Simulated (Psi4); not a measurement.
# MP2/cc-pVDZ (density fitting with def2-universal-jkfit, density fitting for correlation, sweep point 3) run of [BCl2]+ (SMILES Cl[B+]Cl)

What is the vertical ionisation energy of [BCl2]+ at MP2/cc-pVDZ (density fitting with def2-universal-jkfit, density fitting for correlation, sweep point 3)? 

Program for the calculation: Psi4 1.11.

2 further runs of the same task are left out: 2 set aside as unsound or not needed.

## Step 1: The system as given

[BCl2]+ has 3 atoms, charge +1, and is taken as a singlet. SMILES: `Cl[B+]Cl`. The shape is that of a GFN2-xTB optimisation.

Bond lengths: Cl1–B2 1.572 Å, B2–Cl3 1.572 Å. Angles: Cl1–B2–Cl3 179.8°.

## Step 2: A single-point energy at MP2/cc-pVDZ (density fitting with def2-universal-jkfit, density fitting for correlation, sweep point 3)

Input file calc.inp:

```
memory 1600 mb

molecule m {
  1 1
  Cl    -1.238380     0.766480    -0.591300
  B      0.000740     0.001360     0.000550
  Cl     1.237640    -0.767840     0.590740
  symmetry c1
}

set basis cc-pVDZ
set reference rhf
set puream true
set scf_type df
set num_frozen_docc 11
set df_basis_scf def2-universal-jkfit

E, wfn = energy('mp2', return_wfn=True)
print_variables()
```

The run is started by

```sh
$ psi4 -i calc.inp -o calc.out -n 1
```

calc.out:

```text
[...]
  Running in c1 symmetry.
[...]
  Nuclear repulsion =  105.883521863230627
[...]
  Multiplicity = 1
[...]
  Nalpha       = 19
  Nbeta        = 19
[...]
    Number of basis functions: 50
[...]
   @DF-RHF iter   1:  -943.40926888071135    3.95069e-01   4.43445e-03 ADIIS/DIIS
[...]
   @DF-RHF iter   9:  -943.44259129160662   -3.29692e-12   4.34136e-09 DIIS
[...]
    Orbital Energies [Eh]
    ---------------------
    Doubly Occupied:
       1A   -105.144992     2A   -105.144925     3A    -10.874604
       4A    -10.874516     5A     -8.342009     6A     -8.341924
       7A     -8.338213     8A     -8.338213     9A     -8.338131
      10A     -8.338131    11A     -8.043809    12A     -1.456888
      13A     -1.434640    14A     -0.952195    15A     -0.898951
      16A     -0.817750    17A     -0.817750    18A     -0.749626
      19A     -0.749626
[...]
  @DF-RHF Final Energy:  -943.44259129160662
   => Energetics <=
    Nuclear Repulsion Energy =            105.8835218632306265
    One-Electron Energy =               -1502.6584380381850679
    Two-Electron Energy =                 453.3323248833476669
    Total Energy =                       -943.4425912916067318
[...]
 Multipole Moments:
 ------------------------------------------------------------------------------------
     Multipole            Electronic (a.u.)      Nuclear  (a.u.)        Total (a.u.)
 ------------------------------------------------------------------------------------
 L = 1.  Multiply by 2.5417464519 to convert [e a0] to [Debye]
 Dipole X            :          0.0028527           -0.0007888            0.0020639
 Dipole Y            :          0.0027500           -0.0011783            0.0015716
 Dipole Z            :         -0.0000000           -0.0000000           -0.0000000
 Magnitude           :                                                    0.0025942
[...]
```

Wall time 2.9 s (1 thread of AMD EPYC 7R43 (Zen 3), shared host); peak memory 0.25 GiB.

## Step 3: Doublet [BCl2]2+ at the same level

Input file calc.dat:

```
memory 1600 MB

molecule {
  2 2
  Cl    -1.238380     0.766480    -0.591300
  B      0.000740     0.001360     0.000550
  Cl     1.237640    -0.767840     0.590740
  symmetry c1
}

set globals {
  basis           cc-pVDZ
  reference       uhf
  puream          true
  scf_type        df
  num_frozen_docc 11
  df_basis_scf    def2-universal-jkfit
  maxiter         150
}

energy('mp2')
```

The run is started by

```sh
$ psi4 calc.dat calc.out -n 1
```

calc.out:

```text
[...]
  Running in c1 symmetry.
[...]
  Nuclear repulsion =  105.883521863230627
[...]
  Multiplicity = 2
[...]
  Nalpha       = 19
  Nbeta        = 18
[...]
    Number of basis functions: 50
[...]
   @DF-UHF iter   1:  -942.64091335366186    1.16342e+00   6.58546e-03 DIIS/ADIIS
[...]
   @DF-UHF iter  19:  -942.73356349451751   -2.61480e-12   3.06469e-09 DIIS
[...]
   @S^2 Observed:                8.924623954E-01
[...]
    Orbital Energies [Eh]
    ---------------------
    Alpha Occupied:
       1A   -105.487039     2A   -105.485450     3A    -11.210472
       4A    -11.208895     5A     -8.688959     6A     -8.687219
       7A     -8.674351     8A     -8.672817     9A     -8.670361
      10A     -8.668835    11A     -8.296257    12A     -1.776630
      13A     -1.761801    14A     -1.238764    15A     -1.194706
      16A     -1.146662    17A     -1.106111    18A     -1.104146
      19A     -1.052221
    Alpha Virtual:
      20A     -0.400811    21A     -0.396204    22A     -0.309712
      23A     -0.140889    24A     -0.083314    25A     -0.067966
[...]
  @DF-UHF Final Energy:  -942.73356349451751
   => Energetics <=
    Nuclear Repulsion Energy =            105.8835218632306265
    One-Electron Energy =               -1490.5763563755208452
    Two-Electron Energy =                 441.9592710177726644
    Total Energy =                       -942.7335634945175116
  UHF NO Occupations:
  HONO-2 :   17  A 1.9983317
  HONO-1 :   18  A 1.9316803
[...]
 Multipole Moments:
 ------------------------------------------------------------------------------------
     Multipole            Electronic (a.u.)      Nuclear  (a.u.)        Total (a.u.)
 ------------------------------------------------------------------------------------
 L = 1.  Multiply by 2.5417464519 to convert [e a0] to [Debye]
 Dipole X            :         -0.0096667           -0.0007888           -0.0104555
 Dipole Y            :          0.0095623           -0.0011783            0.0083840
 Dipole Z            :         -0.0000000           -0.0000000           -0.0000000
 Magnitude           :                                                    0.0134018
[...]
```

Wall time 3.9 s (1 thread of AMD EPYC 7R43 (Zen 3), shared host); peak memory 0.24 GiB.

## Step 4: Outcome

At MP2/cc-pVDZ (density fitting with def2-universal-jkfit, density fitting for correlation, sweep point 3), 11 core orbitals frozen:

```
                                                                    quantity          value
                                               singlet [BCl2]+: total energy  -943.77681 Eh
                        singlet [BCl2]+: HOMO energy (Hartree–Fock orbitals)      -20.40 eV
                        singlet [BCl2]+: LUMO energy (Hartree–Fock orbitals)       -4.06 eV
                      singlet [BCl2]+: HOMO–LUMO gap (Hartree–Fock orbitals)       16.34 eV
               singlet [BCl2]+: correlation energy (11 core orbitals frozen)     -334.2 mEh
                                              doublet [BCl2]2+: total energy  -943.04256 Eh
doublet [BCl2]2+: HOMO energy (Hartree–Fock orbitals) (highest over α and β)      -26.82 eV
 doublet [BCl2]2+: LUMO energy (Hartree–Fock orbitals) (lowest over α and β)      -18.12 eV
              doublet [BCl2]2+: correlation energy (11 core orbitals frozen)     -309.0 mEh
                         doublet [BCl2]2+: ⟨S²⟩ of the reference determinant          0.892
                        vertical ionisation energy (to the doublet dication)      19.980 eV
```

In words: Removing an electron at fixed nuclei costs 19.98 eV (461 kcal/mol). ⟨S²⟩ (doublet [BCl2]2+) is 0.89 where a pure doublet has 0.75: the reference is spin-contaminated.
